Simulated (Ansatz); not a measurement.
**C₂H₅F: single points off equilibrium**

A test off equilibrium: a displaced guess of a reacting structure is computed at several levels, and each is set against CCSD(T).

Program: Ansatz 0.2.0, Gaussian basis. Level of theory: single points in def2-TZVPP. These are calculated values, not measurements.

Correlated methods freeze the cores.

### 1 The system as given

8 atoms, charge 0, spin multiplicity 1.

Atoms are counted from 1 here; the program's logs count them from 0.

Bond lengths: C2–H3 1.081 Å, C2–H4 1.118 Å, C2–C5 1.486 Å, C5–H6 1.080 Å, C5–H7 1.075 Å. Angles: H3–C2–H4 112.6°, H3–C2–C5 119.9°, H4–C2–C5 117.1°, C2–C5–H6 114.2°, C2–C5–H7 117.1°, H6–C5–H7 113.0°.

Geometry (Å):

```xyz
8

F    -1.1451   -0.9928    0.3988
C     0.0748   -0.5272   -0.4511
H     0.7963   -1.3229   -0.3313
H    -0.3279   -0.4651   -1.4925
C     0.2525    0.7518    0.2844
H     1.1598    0.8053    0.8677
H     0.0448    1.6589   -0.2545
H    -0.8119    0.0923    0.8704
```

### 2 CCSD(T)/def2-TZVPP

run/in.yaml reads:

```yaml
crystal:
  periodic: [false, false, false]
  atoms:
    - {symbol: F, position_ang: [-1.145100, -0.992800, 0.398800]}
    - {symbol: C, position_ang: [0.074800, -0.527200, -0.451100]}
    - {symbol: H, position_ang: [0.796300, -1.322900, -0.331300]}
    - {symbol: H, position_ang: [-0.327900, -0.465100, -1.492500]}
    - {symbol: C, position_ang: [0.252500, 0.751800, 0.284400]}
    - {symbol: H, position_ang: [1.159800, 0.805300, 0.867700]}
    - {symbol: H, position_ang: [0.044800, 1.658900, -0.254500]}
    - {symbol: H, position_ang: [-0.811900, 0.092300, 0.870400]}
basis:
  gaussian: {orbitals: def2-TZVPP}
correlation: {method: ccsd_t}
output: {forces: true}
```

The command line of these runs was not kept.

### 3 PBE0-D4/def2-TZVPP

run/in.yaml: that of step 2 with these lines changed.

```diff
@@ -13,3 +13,3 @@
   gaussian: {orbitals: def2-TZVPP}
-correlation: {method: ccsd_t}
-output: {forces: true}
+hamiltonian: {xc: pbe0, dispersion: d4}
+output: {forces: true, orbitals: {seedname: orbitals}}
```

### 4 wB97M-V/def2-TZVPP

run/in.yaml: that of step 3 with these lines changed.

```diff
@@ -13,3 +13,3 @@
   gaussian: {orbitals: def2-TZVPP}
-hamiltonian: {xc: pbe0, dispersion: d4}
-output: {forces: true, orbitals: {seedname: orbitals}}
+hamiltonian: {xc: {name: wB97M-V}}
+output: {forces: true}
```

### 5 r2SCAN-D4/def2-TZVPP

run/in.yaml: that of step 4 with these lines changed.

```diff
@@ -13,3 +13,3 @@
   gaussian: {orbitals: def2-TZVPP}
-hamiltonian: {xc: {name: wB97M-V}}
+hamiltonian: {xc: r2scan, dispersion: d4}
 output: {forces: true}
```

### 6 PBE-D4/def2-TZVPP

run/in.yaml: that of step 5 with these lines changed.

```diff
@@ -13,3 +13,3 @@
   gaussian: {orbitals: def2-TZVPP}
-hamiltonian: {xc: r2scan, dispersion: d4}
+hamiltonian: {xc: pbe, dispersion: d4}
 output: {forces: true}
```

### 7 CAM-B3LYP-D4/def2-TZVPP

run/in.yaml: that of step 6 with these lines changed.

```diff
@@ -13,3 +13,3 @@
   gaussian: {orbitals: def2-TZVPP}
-hamiltonian: {xc: pbe, dispersion: d4}
+hamiltonian: {xc: {name: CAM-B3LYP}, dispersion: d4}
 output: {forces: true}
```

### 8 r2SCANh-D4/def2-TZVPP

run/in.yaml: that of step 7 with these lines changed.

```diff
@@ -13,3 +13,3 @@
   gaussian: {orbitals: def2-TZVPP}
-hamiltonian: {xc: {name: CAM-B3LYP}, dispersion: d4}
+hamiltonian: {xc: {name: r2SCANh}, dispersion: d4}
 output: {forces: true}
```

(Steps that only read results are left out.)

**Question.** What will these runs give? Wanted: energy less free atoms, CCSD(T)/def2-TZVPP; RMS force component; RMS force error; HOMO and LUMO, PBE0-D4; T1 diagnostic.

The runs gave:

| quantity | value |
| --- | --- |
| energy less free atoms, CCSD(T)/def2-TZVPP | -2679.5 kJ/mol |
| RMS force component | 1.140 to 1.183 eV/Å over the methods |
| RMS force error | PBE0-D4 0.140, wB97M-V 0.103, r2SCAN-D4 0.163, PBE-D4 0.249, CAM-B3LYP-D4 0.116, r2SCANh-D4 0.135 eV/Å |
| HOMO and LUMO, PBE0-D4 | -7.32 and 0.77 eV |
| T1 diagnostic | 0.013 |

What this shows: Against CCSD(T) the functionals' energies less atoms differ by -148.6 to -58.0 kJ/mol, PBE-D4 by -148.6 kJ/mol. A larger basis would deepen the CCSD(T) value, while the functionals are nearly converged already, so the order here is not reliable. On forces the order runs from wB97M-V to PBE-D4. Frozen-core CCSD(T) forces in triple zeta carry basis errors of their own, and this is one geometry, so small gaps rank nothing.
